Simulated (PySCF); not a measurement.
## Argon: a sound run and one with changed settings

Sound run: Ar [Ar], Ar+ [Ne] 3s2 3p5. All numbers are calculated (PySCF 2.14, no relativity, point nucleus, in 6-31G*). In the sound run the correlated levels freeze [Ne]. The sound run starts from symmetry-adapted Hartree-Fock orbitals and uses a fine grid where one is needed.

Changed run: scalar relativity by spin-free X2C-1e. This setting is unsound on purpose.

| species | method | sound run (hartree) | changed run (hartree) | converged |
| --- | --- | --- | --- | --- |
| Ar | UHF | -526.77215 | -528.36400 | yes |
| Ar | LDA | -525.88248 | -527.47265 | yes |
| Ar | B3LYP | -527.51331 | -529.10437 | yes |
| Ar | MP2 | -526.90713 | -528.49890 | yes |
| Ar | CCSD(T) | -526.92089 | -528.51261 | yes |
| Ar+ | UHF | -526.23345 | -527.82583 | yes |
| Ar+ | LDA | -525.29566 | -526.88644 | yes |
| Ar+ | B3LYP | -526.93306 | -528.52465 | yes |
| Ar+ | MP2 | -526.34332 | -527.93560 | yes |
| Ar+ | CCSD(T) | -526.36145 | -527.95366 | yes |

Ionisation energy of Ar:

| method | sound run (eV) | changed run (eV) |
| --- | --- | --- |
| UHF | 14.659 | 14.645 |
| LDA | 15.968 | 15.952 |
| B3LYP | 15.789 | 15.775 |
| MP2 | 15.342 | 15.328 |
| SCS-MP2 | 15.261 | 15.247 |
| CCSD | 15.215 | 15.202 |
| CCSD(T) | 15.223 | 15.210 |

Most of the change in total energy is the relativistic energy itself. On top of that the contraction fixes the core shape for the Hamiltonian it was made with, so the changed run is not a good calculation with the other Hamiltonian either.

For comparison, NIST gives 15.760 eV between the lowest levels.
